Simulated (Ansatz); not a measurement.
K₂La₂Ti₃O₁₀ (I4/mmm, No. 139; cell taken from a computed entry), treated with PBEsol (Ansatz, a first-principles code, PAW).

Run with plane-wave cutoff 520 eV, 12×12×12 k mesh, Fermi–Dirac smearing 0.01 eV, no spin polarisation, scalar-relativistic PAW data made under PBE.

Cell (relaxed with PBEsol):

```cif
data_K4La4O20Ti6
_chemical_formula_sum 'K4 La4 Ti6 O20'
_space_group_name_H-M_alt 'I4/mmm'
_space_group_IT_number 139
_space_group_name_Hall '-I 4 2'
_cell_length_a 3.86223
_cell_length_b 3.86223
_cell_length_c 29.54551
_cell_angle_alpha 90.000
_cell_angle_beta 90.000
_cell_angle_gamma 90.000
loop_
_atom_site_label
_atom_site_type_symbol
_atom_site_symmetry_multiplicity
_atom_site_Wyckoff_symbol
_atom_site_fract_x
_atom_site_fract_y
_atom_site_fract_z
_atom_site_occupancy
K1 K 4 e 0.00000 0.00000 0.29234 1
La1 La 4 e 0.00000 0.00000 0.42847 1
Ti1 Ti 4 e 0.00000 0.00000 0.14034 1
Ti2 Ti 2 a 0.00000 0.00000 0.00000 1
O1 O 4 e 0.00000 0.00000 0.19939 1
O2 O 8 g 0.00000 0.50000 0.12685 1
O3 O 4 e 0.00000 0.00000 0.06459 1
O4 O 4 c 0.00000 0.50000 0.00000 1
```
(The calculation used a cell of 17 atoms; values per cell refer to that cell.)

### Question
Estimate the band gap and smallest direct gap on the k points sampled that the calculation returns.

### Answer

- band gap = 2.07 eV
- smallest direct gap on the k points sampled = 2.20 eV

Spin–orbit coupling is not included.

The computed numbers hold no vibrational or temperature effects.
